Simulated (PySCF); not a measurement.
PySCF input (HF/def2-TZVPP):

```python
import numpy as np, basis_set_exchange as bse
from pyscf import gto, scf, dft, df

basis = {'C': gto.basis.parse(bse.get_basis('def2-TZVPP', elements=['C'], fmt='nwchem')), 'H': gto.basis.parse(bse.get_basis('def2-TZVPP', elements=['H'], fmt='nwchem')), 'O': gto.basis.parse(bse.get_basis('def2-TZVPP', elements=['O'], fmt='nwchem'))}
mol = gto.M(
    atom='''
    C     0.00913574    0.00173503   -1.20562697
    C    -0.00077797   -0.00014775    0.10266711
    H     0.02818759    0.94008178   -1.73766571
    H    -0.00183081   -0.93507619   -1.74059173
    O    -0.00956292   -0.00181616    1.26200208
    ''',
    basis=basis,
    charge=0,
    verbose=4,
    max_memory=8640,
)
mf = scf.RHF(mol)
mf = mf.density_fit(auxbasis=df.autoaux(mol))
mf.conv_tol = 1e-9
mf.max_cycle = 100
print('smallest overlap eigenvalue', np.linalg.eigvalsh(mol.intor('int1e_ovlp'))[0])
mf.kernel()
dip = mf.dip_moment()
```

Output:

```
PySCF version 2.14.0

[INPUT] verbose = 4
[INPUT] num. atoms = 5
[INPUT] num. electrons = 22
[INPUT] charge = 0
[INPUT] spin (= nelec alpha-beta = 2S) = 0
[INPUT] symmetry False subgroup None
[INPUT] Mole.unit = angstrom
[INPUT] Symbol           X                Y                Z      unit          X                Y                Z       unit  Magmom
[INPUT]  1 C      0.009135740000   0.001735030000  -1.205626970000 AA    0.017264046545   0.003278731518  -2.278304781689 Bohr   0.0
[INPUT]  2 C     -0.000777970000  -0.000147750000   0.102667110000 AA   -0.001470150233  -0.000279207035   0.194012719901 Bohr   0.0
[INPUT]  3 H      0.028187590000   0.940081780000  -1.737665710000 AA    0.053266825212   1.776497098894  -3.283712287948 Bohr   0.0
[INPUT]  4 H     -0.001830810000  -0.935076190000  -1.740591730000 AA   -0.003459729486  -1.767037904702  -3.289241664383 Bohr   0.0
[INPUT]  5 O     -0.009562920000  -0.001816160000   1.262002080000 AA   -0.018071299751  -0.003432044998   2.384838299831 Bohr   0.0

nuclear repulsion = 58.6962399446735
number of shells = 45
number of NR pGTOs = 170
number of NR cGTOs = 121
basis = {'C': [[0, [13575.349682, 0.00022245814352], [2035.233368, 0.0017232738252], [463.22562359, 0.0089255715314], [131.20019598, 0.035727984502], [42.853015891, 0.11076259931], [15.584185766, 0.24295627626]], [0, [6.2067138508, 0.41440263448], [2.5764896527, 0.23744968655]], [0, [0.57696339419, 1.0]], [0, [0.22972831358, 1.0]], [0, [0.095164440028, 1.0]], [1, [34.697232244, 0.0053333657805], [7.9582622826, 0.035864109092], [2.3780826883, 0.14215873329], [0.81433208183, 0.34270471845]], [1, [0.28887547253, 0.46445822433]], [1, [0.10056823671, 0.24955789874]], [2, [1.097, 1.0]], [2, [0.318, 1.0]], [3, [0.761, 1.0]]], 'H': [[0, [34.061341, 0.0060251978], [5.1235746, 0.045021094], [1.1646626, 0.20189726]], [0, [0.32723041, 1.0]], [0, [0.10307241, 1.0]], [1, [1.407, 1.0]], [1, [0.388, 1.0]], [2, [1.057, 1.0]]], 'O': [[0, [27032.382631, 0.00021726302465], [4052.3871392, 0.0016838662199], [922.3272271, 0.0087395616265], [261.24070989, 0.035239968808], [85.354641351, 0.11153519115], [31.035035245, 0.25588953961]], [0, [12.260860728, 0.39768730901], [4.9987076005, 0.2462784943]], [0, [1.1703108158, 1.0]], [0, [0.46474740994, 1.0]], [0, [0.18504536357, 1.0]], [1, [63.274954801, 0.0060685103418], [14.627049379, 0.041912575824], [4.4501223456, 0.16153841088], [1.5275799647, 0.35706951311]], [1, [0.52935117943, 0.44794207502]], [1, [0.1747842127, 0.24446069663]], [2, [2.314, 1.0]], [2, [0.645, 1.0]], [3, [1.428, 1.0]]]}
ecp = {}
ETB for C: l = 0, exps = 0.190328880056 * 1.8^n , n = 0..15
ETB for C: l = 1, exps = 0.195732676738 * 1.8^n , n = 0..12
ETB for C: l = 2, exps = 0.20113647342 * 1.8^n , n = 0..11
ETB for C: l = 3, exps = 0.41856823671 * 2.2^n , n = 0..6
ETB for C: l = 4, exps = 0.636 * 2.2^n , n = 0..2
ETB for H: l = 0, exps = 0.20614482 * 1.8^n , n = 0..10
ETB for H: l = 1, exps = 0.49107241 * 2^n , n = 0..3
ETB for H: l = 2, exps = 0.776 * 2.2^n , n = 0..2
ETB for H: l = 3, exps = 1.4449999999999998 * 2.2^n , n = 0..1
ETB for O: l = 0, exps = 0.3495684254 * 1.8^n , n = 0..15
ETB for O: l = 1, exps = 0.3495684254 * 1.8^n , n = 0..12
ETB for O: l = 2, exps = 0.3495684254 * 1.8^n , n = 0..11
ETB for O: l = 3, exps = 0.8197842127 * 2.2^n , n = 0..6
ETB for O: l = 4, exps = 1.29 * 2.2^n , n = 0..2
smallest overlap eigenvalue 8.427403411701088e-05

******** <class 'pyscf.df.df_jk.DFRHF'> ********
method = DFRHF
initial guess = minao
damping factor = 0
level_shift factor = 0
DIIS = <class 'pyscf.scf.diis.CDIIS'>
diis_start_cycle = 1
diis_space = 8
diis_damp = 0
SCF conv_tol = 1e-09
SCF conv_tol_grad = None
SCF max_cycles = 100
direct_scf = False
Set gradient conv threshold to 3.16228e-05
Initial guess from minao.
******** <class 'pyscf.df.df.DF'> ********
auxbasis = {'C': [[0, [np.float64(1284.0805526744764), 1]], [0, [np.float64(713.3780848191536), 1]], [0, [np.float64(396.32115823286307), 1]], [0, [np.float64(220.1784212404795), 1]], [0, [np.float64(122.3213451335997), 1]], [0, [np.float64(67.95630285199984), 1]], [0, [np.float64(37.75350158444436), 1]], [0, [np.float64(20.97416754691353), 1]], [0, [np.float64(11.65231530384085), 1]], [0, [np.float64(6.473508502133805), 1]], [0, [np.float64(3.5963936122965583), 1]], [0, [np.float64(1.9979964512758654), 1]], [0, [np.float64(1.109998028486592), 1]], [0, [np.float64(0.61666557138144), 1]], [0, [np.float64(0.3425919841008), 1]], [0, [np.float64(0.190328880056), 1]], [1, [np.float64(226.42970282106376), 1]], [1, [np.float64(125.79427934503539), 1]], [1, [np.float64(69.88571074724189), 1]], [1, [np.float64(38.82539485957883), 1]], [1, [np.float64(21.569663810877127), 1]], [1, [np.float64(11.983146561598403), 1]], [1, [np.float64(6.657303645332446), 1]], [1, [np.float64(3.698502025184692), 1]], [1, [np.float64(2.0547233473248285), 1]], [1, [np.float64(1.141512970736016), 1]], [1, [np.float64(0.63417387263112), 1]], [1, [np.float64(0.3523188181284), 1]], [1, [np.float64(0.195732676738), 1]], [2, [np.float64(129.2672135564711), 1]], [2, [np.float64(71.81511864248395), 1]], [2, [np.float64(39.8972881347133), 1]], [2, [np.float64(22.165160074840724), 1]], [2, [np.float64(12.313977819355957), 1]], [2, [np.float64(6.841098788531086), 1]], [2, [np.float64(3.800610438072826), 1]], [2, [np.float64(2.111450243373792), 1]], [2, [np.float64(1.1730279129854402), 1]], [2, [np.float64(0.6516821738808), 1]], [2, [np.float64(0.362045652156), 1]], [2, [np.float64(0.20113647342), 1]], [3, [np.float64(47.457226495629094), 1]], [3, [np.float64(21.571466588922313), 1]], [3, [np.float64(9.805212085873778), 1]], [3, [np.float64(4.456914584488081), 1]], [3, [np.float64(2.0258702656764003), 1]], [3, [np.float64(0.920850120762), 1]], [3, [np.float64(0.41856823671), 1]], [4, [np.float64(3.0782400000000005), 1]], [4, [np.float64(1.3992000000000002), 1]], [4, [np.float64(0.636), 1]]], 'H': [[0, [np.float64(73.60333237483039), 1]], [0, [np.float64(40.8907402082391), 1]], [0, [np.float64(22.71707789346617), 1]], [0, [np.float64(12.620598829703427), 1]], [0, [np.float64(7.011443794279681), 1]], [0, [np.float64(3.8952465523776008), 1]], [0, [np.float64(2.164025862432), 1]], [0, [np.float64(1.2022365902400003), 1]], [0, [np.float64(0.6679092168), 1]], [0, [np.float64(0.37106067600000003), 1]], [0, [np.float64(0.20614482), 1]], [1, [np.float64(3.92857928), 1]], [1, [np.float64(1.96428964), 1]], [1, [np.float64(0.98214482), 1]], [1, [np.float64(0.49107241), 1]], [2, [np.float64(3.7558400000000005), 1]], [2, [np.float64(1.7072000000000003), 1]], [2, [np.float64(0.776), 1]], [3, [np.float64(3.179), 1]], [3, [np.float64(1.4449999999999998), 1]]], 'O': [[0, [np.float64(2358.4125370417114), 1]], [0, [np.float64(1310.2291872453952), 1]], [0, [np.float64(727.9051040252194), 1]], [0, [np.float64(404.3917244584553), 1]], [0, [np.float64(224.66206914358622), 1]], [0, [np.float64(124.8122606353257), 1]], [0, [np.float64(69.34014479740316), 1]], [0, [np.float64(38.522302665223975), 1]], [0, [np.float64(21.401279258457766), 1]], [0, [np.float64(11.889599588032091), 1]], [0, [np.float64(6.6053331044622725), 1]], [0, [np.float64(3.66962950247904), 1]], [0, [np.float64(2.0386830569328), 1]], [0, [np.float64(1.132601698296), 1]], [0, [np.float64(0.62922316572), 1]], [0, [np.float64(0.3495684254), 1]], [1, [np.float64(404.3917244584553), 1]], [1, [np.float64(224.66206914358622), 1]], [1, [np.float64(124.8122606353257), 1]], [1, [np.float64(69.34014479740316), 1]], [1, [np.float64(38.522302665223975), 1]], [1, [np.float64(21.401279258457766), 1]], [1, [np.float64(11.889599588032091), 1]], [1, [np.float64(6.6053331044622725), 1]], [1, [np.float64(3.66962950247904), 1]], [1, [np.float64(2.0386830569328), 1]], [1, [np.float64(1.132601698296), 1]], [1, [np.float64(0.62922316572), 1]], [1, [np.float64(0.3495684254), 1]], [2, [np.float64(224.66206914358622), 1]], [2, [np.float64(124.8122606353257), 1]], [2, [np.float64(69.34014479740316), 1]], [2, [np.float64(38.522302665223975), 1]], [2, [np.float64(21.401279258457766), 1]], [2, [np.float64(11.889599588032091), 1]], [2, [np.float64(6.6053331044622725), 1]], [2, [np.float64(3.66962950247904), 1]], [2, [np.float64(2.0386830569328), 1]], [2, [np.float64(1.132601698296), 1]], [2, [np.float64(0.62922316572), 1]], [2, [np.float64(0.3495684254), 1]], [3, [np.float64(92.94705533664163), 1]], [3, [np.float64(42.24866151665528), 1]], [3, [np.float64(19.203937053025125), 1]], [3, [np.float64(8.729062296829603), 1]], [3, [np.float64(3.9677555894680006), 1]], [3, [np.float64(1.8035252679400002), 1]], [3, [np.float64(0.8197842127), 1]], [4, [np.float64(6.243600000000001), 1]], [4, [np.float64(2.8380000000000005), 1]], [4, [np.float64(1.29), 1]]]}
init E= -152.31591406406
  HOMO = -0.223997902870003  LUMO = 0.0241883264221237  gap/eV = 6.75349
cycle= 1 E= -151.70782489838  delta_E= 0.608  |g|= 0.601  |ddm|= 1.81
  HOMO = -0.385945244377105  LUMO = 0.0787582693958555  gap/eV = 12.64523
cycle= 2 E= -151.750377658793  delta_E= -0.0426  |g|= 0.475  |ddm|= 0.532
  HOMO = -0.370955941949592  LUMO = 0.108807672983847  gap/eV = 13.05503
cycle= 3 E= -151.789715537421  delta_E= -0.0393  |g|= 0.061  |ddm|= 0.261
  HOMO = -0.365653737289762  LUMO = 0.123931001521392  gap/eV = 13.32228
cycle= 4 E= -151.790881244427  delta_E= -0.00117  |g|= 0.0202  |ddm|= 0.0545
  HOMO = -0.366860041614846  LUMO = 0.122248401833172  gap/eV = 13.30932
cycle= 5 E= -151.79107878186  delta_E= -0.000198  |g|= 0.00768  |ddm|= 0.0246
  HOMO = -0.367626377297938  LUMO = 0.122835956865313  gap/eV = 13.34616
cycle= 6 E= -151.791120011015  delta_E= -4.12e-05  |g|= 0.00345  |ddm|= 0.00899
  HOMO = -0.367370284097664  LUMO = 0.123379862493785  gap/eV = 13.35399
cycle= 7 E= -151.791133511106  delta_E= -1.35e-05  |g|= 0.00121  |ddm|= 0.00703
  HOMO = -0.367597656265293  LUMO = 0.12343071676241  gap/eV = 13.36156
cycle= 8 E= -151.791134824777  delta_E= -1.31e-06  |g|= 0.000255  |ddm|= 0.00252
  HOMO = -0.36755249078346  LUMO = 0.123483368158084  gap/eV = 13.36177
cycle= 9 E= -151.791134867741  delta_E= -4.3e-08  |g|= 5.53e-05  |ddm|= 0.000458
  HOMO = -0.3675608011382  LUMO = 0.123474789959882  gap/eV = 13.36176
cycle= 10 E= -151.791134869704  delta_E= -1.96e-09  |g|= 1.26e-05  |ddm|= 9.2e-05
  HOMO = -0.367562300900637  LUMO = 0.123473452999054  gap/eV = 13.36176
cycle= 11 E= -151.7911348698  delta_E= -9.6e-11  |g|= 2.31e-06  |ddm|= 1.94e-05
  HOMO = -0.367562372522855  LUMO = 0.123473227356396  gap/eV = 13.36176
Extra cycle  E= -151.791134869803  delta_E= -2.9e-12  |g|= 9.3e-07  |ddm|= 3.27e-06
converged SCF energy = -151.791134869803
Dipole moment(X, Y, Z, Debye):  0.01325,  0.00252, -1.74807
```
